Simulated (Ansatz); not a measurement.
# BClH2: two geometries relaxed

Are the two ends of the reaction (reductive elimination) separate minima, and which lies lower? Each is relaxed from a guess. Meant to form: Cl2–H3; to break: B1–Cl2, B1–H3. The start is a guess near the saddle point, from which both ends are pulled out.

Method: RKS PBE0-D4/def2-SVPD, in Ansatz 0.2.0.

### Step 1. The structure to begin with

Bond lengths: B1–Cl2 2.060 Å, B1–H4 1.190 Å. Angles: Cl2–B1–H4 155.3°.

Coordinates:

```xyz
4

B     0.0000    0.0000    0.0000
Cl    1.1911    0.0000    1.6808
H     1.3757    0.0000   -0.1988
H    -1.0305    0.0000   -0.5950
```

### Step 2. A restrained relaxation towards end A

Springs on the bonds that form and break draw the guess towards this end; the thresholds are loose.

input.yaml

```yaml
crystal:
  periodic: [false, false, false]
  atoms:
    - { symbol: B, position_ang: [0.0, 0.0, 0.0] }
    - { symbol: Cl, position_ang: [1.1911, 0.0, 1.6808] }
    - { symbol: H, position_ang: [1.3757, 0.0, -0.1988] }
    - { symbol: H, position_ang: [-1.0305, 0.0, -0.595] }
basis:
  gaussian: { orbitals: def2-SVPD }
hamiltonian:
  xc: pbe0
  dispersion: d4
relax:
  f_tol: 0.15
  max_steps: 25
  restrain:
    - { distance: [1, 2], at: 2.57, k: 30.0 }
    - { distance: [0, 1], at: 1.86, k: 30.0 }
    - { distance: [0, 2], at: 1.19, k: 30.0 }
output:
  orbitals: {}
```

Run with:

```console
$ ansatz run input.yaml --threads 1 --pin off --max-ram 2048MiB --backend cpu --events-out ev --progress --plain --runs-dir out
```

The program printed (excerpt; [...] marks lines left out):

```text
Warning: RAYON_NUM_THREADS=1 ignored (pool sized by the plan → 1); use --threads N
[...]
Functional definition: PBE0
[...]
661 factors; integrals over basis functions are off by at most 3.6e-4 eV
[...]
mean field -13219.32415716 eV, -485.8012023959 hartree, gradient 4.1e-6 eV, S^2 0.000000; 0 other end points of the search recorded, 0 dependent functions left out
[...]
reference -13219.32418733 eV, -485.8012035047 hartree; 12, 12 occupied and 51, 51 virtual orbitals, 661 factors
relax step   1: F+E_penalty+E_count = -13219.35878585 eV  Δ(F+E_penalty+E_count) = +0.000e0 eV  max|allowed force component| = 6.870e0 eV/Å  E_restraint = 8.16394749 eV  max|allowed force component, restraints' pulls added| = 2.227e1 eV/Å  Δτ_max = 0.0000 Å  (26 SCF iters, accepted)
[...]
relax step   5: F+E_penalty+E_count = -13222.41497099 eV  Δ(F+E_penalty+E_count) = -7.343e-2 eV  max|allowed force component| = 1.385e0 eV/Å  E_restraint = 0.03436957 eV  max|allowed force component, restraints' pulls added| = 3.339e-1 eV/Å  Δτ_max = 0.0480 Å  (23 SCF iters, accepted)
[...]
relax step   6: F+E_penalty+E_count = -13222.41950302 eV  Δ(F+E_penalty+E_count) = -4.532e-3 eV  max|allowed force component| = 1.436e0 eV/Å  E_restraint = 0.03430190 eV  max|allowed force component, restraints' pulls added| = 7.274e-2 eV/Å  Δτ_max = 0.0153 Å  (23 SCF iters, accepted)
  distance Cl 1 - H 2 = 2.5712 Å
  distance B 0 - Cl 1 = 1.8123 Å
  distance B 0 - H 2 = 1.1932 Å
661 factors; integrals over basis functions are off by at most 3.6e-4 eV
[...]
mean field -13222.38668006 eV, -485.9137480365 hartree, gradient 1.7e-5 eV, S^2 0.000000; 1 other end points of the search recorded, 0 dependent functions left out
[...]
reference -13222.38671019 eV, -485.9137491439 hartree; 12, 12 occupied and 51, 51 virtual orbitals, 661 factors
Total energy: -13222.41953315 eV, -485.9149553654 hartree
Atom 0 at     0.343175     0.000000     0.039811 Å, force     0.206725     0.000000     1.435638 eV/Å
Atom 1 at     0.738430    -0.000000     1.808485 Å, force    -0.311005    -0.000000    -1.288961 eV/Å
Atom 2 at     1.274379    -0.000000    -0.706224 Å, force     0.063491    -0.000000    -0.129203 eV/Å
Atom 3 at    -0.819685    -0.000000    -0.255071 Å, force     0.040790    -0.000000    -0.017475 eV/Å
Dipole moment:    -0.044603     0.000000    -0.200895 e Å
```

It took 8.2 s on 1 thread of Arm Neoverse V1, shared host; peak memory 0.11 GiB.

Step by step:

```csv
step,energy from step 1 (eV),largest force component (eV/Å)
1,0.0000,6.8697
2,-1.4125,4.0625
3,-2.4370,2.0665
4,-2.9828,1.6671
5,-3.0562,1.3854
6,-3.0607,1.4356
```

Step 1 is the start. Energies and forces in the table leave out the springs, which the log lists apart; the run stops on the force with the springs' pull added.

After: Bond lengths: B1–Cl2 1.812 Å, B1–H3 1.193 Å, B1–H4 1.200 Å. Angles: Cl2–B1–H3 116.1°, Cl2–B1–H4 116.8°, H3–B1–H4 127.1°.

Pairs that crossed the distance rule for bonds on the way: came closer B1–H3.

### Step 3. End point A

It starts where the restrained run ended.

input.yaml

```yaml
crystal:
  periodic: [false, false, false]
  atoms:
    - { symbol: B, position_ang: [0.343175, 0.0, 0.039811] }
    - { symbol: Cl, position_ang: [0.73843, 0.0, 1.808485] }
    - { symbol: H, position_ang: [1.274379, 0.0, -0.706224] }
    - { symbol: H, position_ang: [-0.819685, 0.0, -0.255071] }
basis:
  gaussian: { orbitals: def2-SVPD }
hamiltonian:
  xc: pbe0
  dispersion: d4
relax:
  f_tol: 0.03
  max_steps: 50
```

Run with:

```console
$ ansatz run input.yaml --threads 1 --pin off --max-ram 2048MiB --backend cpu --events-out ev --progress --plain --runs-dir out
```

The program printed (excerpt; [...] marks lines left out):

```text
Warning: RAYON_NUM_THREADS=1 ignored (pool sized by the plan → 1); use --threads N
[...]
Functional definition: PBE0
[...]
659 factors; integrals over basis functions are off by at most 4.0e-4 eV
[...]
mean field -13222.38668382 eV, -485.9137481748 hartree, gradient 1.4e-5 eV, S^2 0.000000; 0 other end points of the search recorded, 0 dependent functions left out
[...]
reference -13222.38671375 eV, -485.9137492747 hartree; 12, 12 occupied and 51, 51 virtual orbitals, 659 factors
relax step   1: F+E_penalty+E_count = -13222.41950678 eV  Δ(F+E_penalty+E_count) = +0.000e0 eV  max|allowed force component| = 1.436e0 eV/Å  Δτ_max = 0.0000 Å  (22 SCF iters, accepted)
[...]
relax step   3: F+E_penalty+E_count = -13222.46950338 eV  Δ(F+E_penalty+E_count) = -1.553e-2 eV  max|allowed force component| = 1.112e-1 eV/Å  Δτ_max = 0.0215 Å  (22 SCF iters, accepted)
[...]
relax step   4: F+E_penalty+E_count = -13222.46977633 eV  Δ(F+E_penalty+E_count) = -2.729e-4 eV  max|allowed force component| = 1.717e-2 eV/Å  Δτ_max = 0.0039 Å  (23 SCF iters, accepted)
659 factors; integrals over basis functions are off by at most 3.2e-4 eV
[...]
mean field -13222.43683910 eV, -485.9155913475 hartree, gradient 1.6e-5 eV, S^2 0.000000; 1 other end points of the search recorded, 0 dependent functions left out
[...]
reference -13222.43686914 eV, -485.9155924512 hartree; 12, 12 occupied and 51, 51 virtual orbitals, 659 factors
Total energy: -13222.46980636 eV, -485.9168028719 hartree
Atom 0 at     0.351070     0.000000     0.069958 Å, force    -0.017172     0.000000    -0.001697 eV/Å
Atom 1 at     0.725349    -0.000000     1.772674 Å, force     0.003448    -0.000000     0.002479 eV/Å
Atom 2 at     1.266492    -0.000000    -0.706407 Å, force    -0.000147    -0.000000    -0.000133 eV/Å
Atom 3 at    -0.806612    -0.000000    -0.249224 Å, force     0.013871    -0.000000    -0.000649 eV/Å
Dipole moment:    -0.028526    -0.000000    -0.130686 e Å
```

Run time: 5.6 s. Hardware: 1 thread of Arm Neoverse V1, shared host; peak memory 0.11 GiB.

Relaxation path:

| step | energy from step 1 (eV) | largest force component (eV/Å) |
| --- | --- | --- |
| 1 | 0.0000 | 1.4355 |
| 2 | -0.0345 | 0.8653 |
| 3 | -0.0500 | 0.1112 |
| 4 | -0.0503 | 0.0172 |

Step 1 is the start.

After: Bond lengths: B1–Cl2 1.743 Å, B1–H3 1.200 Å, B1–H4 1.201 Å. Angles: Cl2–B1–H3 117.9°, Cl2–B1–H4 117.8°, H3–B1–H4 124.3°.

### Step 4. Pulling towards end B

Springs on the bonds that form and break draw the guess towards this end; the thresholds are loose.

input.yaml

```yaml
crystal:
  periodic: [false, false, false]
  atoms:
    - { symbol: B, position_ang: [0.0, 0.0, 0.0] }
    - { symbol: Cl, position_ang: [1.1911, 0.0, 1.6808] }
    - { symbol: H, position_ang: [1.3757, 0.0, -0.1988] }
    - { symbol: H, position_ang: [-1.0305, 0.0, -0.595] }
basis:
  gaussian: { orbitals: def2-SVPD }
hamiltonian:
  xc: pbe0
  dispersion: d4
relax:
  f_tol: 0.15
  max_steps: 25
  restrain:
    - { distance: [1, 2], at: 1.37, k: 30.0 }
    - { distance: [0, 1], at: 3.06, k: 30.0 }
    - { distance: [0, 2], at: 2.39, k: 30.0 }
```

Run with:

```console
$ ansatz run input.yaml --threads 1 --pin off --max-ram 2048MiB --backend cpu --events-out ev --progress --plain --runs-dir out
```

The program printed (excerpt; [...] marks lines left out):

```text
Warning: RAYON_NUM_THREADS=1 ignored (pool sized by the plan → 1); use --threads N
[...]
Functional definition: PBE0
[...]
661 factors; integrals over basis functions are off by at most 3.6e-4 eV
[...]
mean field -13219.32415716 eV, -485.8012023959 hartree, gradient 4.1e-6 eV, S^2 0.000000; 0 other end points of the search recorded, 0 dependent functions left out
[...]
reference -13219.32418733 eV, -485.8012035047 hartree; 12, 12 occupied and 51, 51 virtual orbitals, 661 factors
relax step   1: F+E_penalty+E_count = -13219.35878585 eV  Δ(F+E_penalty+E_count) = +0.000e0 eV  max|allowed force component| = 6.870e0 eV/Å  E_restraint = 34.03365179 eV  max|allowed force component, restraints' pulls added| = 4.017e1 eV/Å  Δτ_max = 0.0000 Å  (26 SCF iters, accepted)
[...]
  distance Cl 1 - H 2 = 1.3387 Å
  distance B 0 - Cl 1 = 3.0599 Å
  distance B 0 - H 2 = 2.3828 Å
663 factors; integrals over basis functions are off by at most 8.7e-4 eV
mean field -13217.61306915 eV, -485.7383210714 hartree, gradient 2.1e-5 eV, S^2 0.000000; 1 other end points of the search recorded, 0 dependent functions left out
[...]
reference -13217.61310159 eV, -485.7383222635 hartree; 12, 12 occupied and 51, 51 virtual orbitals, 663 factors
Total energy: -13217.65000808 eV, -485.7396785520 hartree
Atom 0 at    -0.285188     0.000000    -0.847569 Å, force     0.214477    -0.000000     0.095049 eV/Å
Atom 1 at     1.454750     0.000000     1.669538 Å, force     0.217282    -0.000000    -0.899802 eV/Å
Atom 2 at     1.764717    -0.000000     0.367171 Å, force    -0.408141     0.000000     0.790268 eV/Å
Atom 3 at    -1.397979    -0.000000    -0.302141 Å, force    -0.023618     0.000000     0.014486 eV/Å
Dipole moment:    -0.241795     0.000000    -0.088900 e Å
```

Wall time 12 s (1 thread of Arm Neoverse V1, shared host); peak memory 0.11 GiB.

Step by step:

```csv
step,energy from step 1 (eV),largest force component (eV/Å)
1,0.0000,6.8697
2,2.5969,12.0115
3,4.3640,12.4550
4,3.2888,8.0007
5,1.9853,2.2117
6,1.7958,1.2535
7,1.7272,0.8561
8,1.7208,1.0247
9,1.7088,0.8998
```

Step 1 is the start. Energies and forces in the table leave out the springs, which the log lists apart; the run stops on the force with the springs' pull added.

After: Bond lengths: Cl2–H3 1.339 Å, B1–H4 1.239 Å.

Pairs that crossed the distance rule for bonds on the way: came closer Cl2–H3; moved apart B1–Cl2.

### Step 5. Relaxing end B

It starts where the restrained run ended.

input.yaml

```yaml
crystal:
  periodic: [false, false, false]
  atoms:
    - { symbol: B, position_ang: [-0.285188, 0.0, -0.847569] }
    - { symbol: Cl, position_ang: [1.45475, 0.0, 1.669538] }
    - { symbol: H, position_ang: [1.764717, 0.0, 0.367171] }
    - { symbol: H, position_ang: [-1.397979, 0.0, -0.302141] }
basis:
  gaussian: { orbitals: def2-SVPD }
hamiltonian:
  xc: pbe0
  dispersion: d4
relax:
  f_tol: 0.03
  max_steps: 50
```

Run with:

```console
$ ansatz run input.yaml --threads 1 --pin off --max-ram 2048MiB --backend cpu --events-out ev --progress --plain --runs-dir out
```

The program printed (excerpt; [...] marks lines left out):

```text
Warning: RAYON_NUM_THREADS=1 ignored (pool sized by the plan → 1); use --threads N
[...]
Functional definition: PBE0
[...]
656 factors; integrals over basis functions are off by at most 3.1e-4 eV
[...]
mean field -13217.61306946 eV, -485.7383210829 hartree, gradient 2.9e-5 eV, S^2 0.000000; 0 other end points of the search recorded, 0 dependent functions left out
[...]
reference -13217.61310176 eV, -485.7383222696 hartree; 12, 12 occupied and 51, 51 virtual orbitals, 656 factors
relax step   1: F+E_penalty+E_count = -13217.64997596 eV  Δ(F+E_penalty+E_count) = +0.000e0 eV  max|allowed force component| = 8.998e-1 eV/Å  Δτ_max = 0.0000 Å  (24 SCF iters, accepted)
[...]
relax step   4: F+E_penalty+E_count = -13217.88062281 eV  Δ(F+E_penalty+E_count) = -5.139e-2 eV  max|allowed force component| = 1.016e0 eV/Å  Δτ_max = 0.0842 Å  (24 SCF iters, accepted)
[...]
relax step  13: F+E_penalty+E_count = -13222.46976492 eV  Δ(F+E_penalty+E_count) = -2.967e-3 eV  max|allowed force component| = 1.184e-2 eV/Å  Δτ_max = 0.0067 Å  (22 SCF iters, accepted)
656 factors; integrals over basis functions are off by at most 8.4e-4 eV
mean field -13222.43682886 eV, -485.9155909711 hartree, gradient 1.4e-5 eV, S^2 0.000000; 1 other end points of the search recorded, 0 dependent functions left out
[...]
reference -13222.43685908 eV, -485.9155920817 hartree; 12, 12 occupied and 51, 51 virtual orbitals, 656 factors
Total energy: -13222.46979514 eV, -485.9168024595 hartree
Atom 0 at     0.342931     0.000000     0.071810 Å, force     0.000657    -0.000000     0.011449 eV/Å
Atom 1 at     0.809614    -0.000000     1.752127 Å, force     0.004538     0.000000    -0.011843 eV/Å
Atom 2 at     1.213729    -0.000000    -0.754618 Å, force    -0.001106     0.000000     0.007618 eV/Å
Atom 3 at    -0.829973    -0.000000    -0.182320 Å, force    -0.004089     0.000000    -0.007224 eV/Å
Dipole moment:    -0.035779    -0.000000    -0.129475 e Å
```

It took 16 s on 1 thread of Arm Neoverse V1, shared host; peak memory 0.11 GiB.

Relaxation path:

```csv
step,energy from step 1 (eV),largest force component (eV/Å)
1,0.0000,0.8998
2,-0.0857,0.2903
3,-0.1793,0.6417
4,-0.2306,1.0157
5,-0.4921,2.2745
6,-1.1985,2.2735
7,-2.1084,4.0175
8,-3.3228,4.0731
9,-4.4775,1.3785
10,-4.6746,2.3921
11,-4.8005,0.9477
12,-4.8168,0.4540
13,-4.8198,0.0118
```

Step 1 is the start.

After: Bond lengths: B1–Cl2 1.744 Å, B1–H3 1.201 Å, B1–H4 1.200 Å. Angles: Cl2–B1–H3 118.0°, Cl2–B1–H4 117.7°, H3–B1–H4 124.3°.

Pairs that crossed the distance rule for bonds on the way: came closer B1–Cl2, B1–H3; moved apart Cl2–H3.

### Step 6. Results

| quantity | value |
| --- | --- |
| end A | 3 moves, 0.050 eV lower |
| end B | 12 moves, 4.820 eV lower |
| largest difference between the ends | 0.00 Å |
| end B relative to end A | +0.000 eV |

In words: The two relaxations end at one structure, within 0.00 Å: no second minimum was found from this start, which doesn't rule one out.
